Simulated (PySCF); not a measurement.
**Property card for 3,3-dimethyl-1-butene (`C(C=C)(C)(C)C`)**

Compound: 3,3-dimethyl-1-butene, C6H12.
Numbering: `[CH2:1]=[CH:2][C:3]([CH3:4])([CH3:5])[CH3:6]` (hydrogens: H7, H8 on C1; H9 on C2; H10, H11, H12 on C4; H13, H14, H15 on C5; H16, H17, H18 on C6)

PBE0-D3(BJ)/def2-SVP geometry optimisation, gas phase (PySCF):

```
Point group                  : Cs
Rotational constants A, B, C : 4.423, 2.690, 2.635 GHz
```

**PBE0/def2-SVPD ground state, ΔSCF and vertical TDDFT (core frozen in the response) (PySCF)**

```
Dipole moment                                                     : 0.38 D
HOMO energy                                                       : -7.39 eV
LUMO energy                                                       : 0.38 eV
HOMO–LUMO gap                                                     : 7.77 eV
Lowest singlet excitation                                         : 7.02 eV (177 nm, f = 0.048)
Strongest line among the 10 lowest singlet transitions            : S2 at 7.42 eV (167 nm, f = 0.423)
Lowest triplet excitation (Tamm–Dancoff)                          : 4.40 eV
Static isotropic polarisability                                   : 75.5 au
Vertical ionisation energy                                        : 9.45 eV
Electronic spatial extent ⟨r²⟩ about the centre of nuclear charge : 653 bohr²
```

From PBE0/pcSseg-1 ground state and GIAO shieldings, non-relativistic (PySCF):

```
Lowest Hirshfeld atomic charge                      : -0.12 e on C6
Highest Hirshfeld atomic charge                     : +0.04 e on H7, H8, H9, H10, H11, H12, H13, H14, H15, H16, H17, H18
13C chemical shifts (computed TMS as zero) by class : 159.3 (C2), 116.5 (C1), 34.7 (C3), 30.3 (C4/C5/C6) ppm
1H chemical shifts (computed TMS as zero) by class  : 6.08 (H9), 5.19 (H8), 5.18 (H7), 1.01 (H10/H11/H12/H13/H14/H15/H16/H17/H18) ppm
Mayer bond orders between heavy atoms               : C1–C2 2.01, C2–C3 0.95, C3–C4 1.01, C3–C5 1.01, C3–C6 1.04
```

From B3LYP/pcJ-1 indirect spin-spin coupling, non-relativistic, gas phase; spin–dipole term left out (PySCF):

```
Largest of the computed one-bond spin–spin couplings (means over like bonds) : 13C–1H +168.1 (C1–H7), 13C–1H +163.9 (C1–H8), 13C–1H +157.6 (C2–H9), 13C–1H +132.8 (C4–H10 and 8 like it), 13C–13C +77.1 (C1–C2), 13C–13C +43.5 (C2–C3), 13C–13C +36.2 (C3–C4 and 2 like it) Hz
```

delta-SCF UKS SCAN, pcX-2 on the ionised atom, pcseg-1 elsewhere, spin-free X2C (PySCF):

```
Core binding energies : C1s 289.9 (C1), C1s 290.2 (C2), C1s 290.3 (C4/C5/C6), C1s 290.7 (C3) eV
```

Monoisotopic mass from the formula: 84.0939 u.

No computed singlet falls in the visible range (750 to 380 nm, 1.65 to 3.26 eV); S1 lies 3.76 eV above its blue end. The largest Löwdin shares of the HOMO are 0.39 on C1, 0.35 on C2 and 0.05 on C3. S1 lies 0.75 eV below the HOMO–LUMO gap; its leading configuration is HOMO→LUMO+1, weight 0.93. The dipole equals about 1.3 × 10⁻³⁰ C·m (1 D = 3.33564 × 10⁻³⁰ C·m). With B = h/(8π²I), that is 505.379 GHz u Å² over I, the principal moments of inertia are 114.3, 187.9 and 191.8 u Å² (most abundant isotopes). The ΔSCF ionisation energy exceeds −ε(HOMO) by 2.06 eV with PBE0.

 NMR classes are plain means over equivalent atoms (diastereotopic ones count apart unless rotation or inversion swaps them), as if these changed places fast; in this geometry the members of some classes differ.

The values belong to the conformer `[CH2:1]=[CH:2][C:3]([CH3:4])([CH3:5])[CH3:6]`: C1–C2–C3–C4 121°.
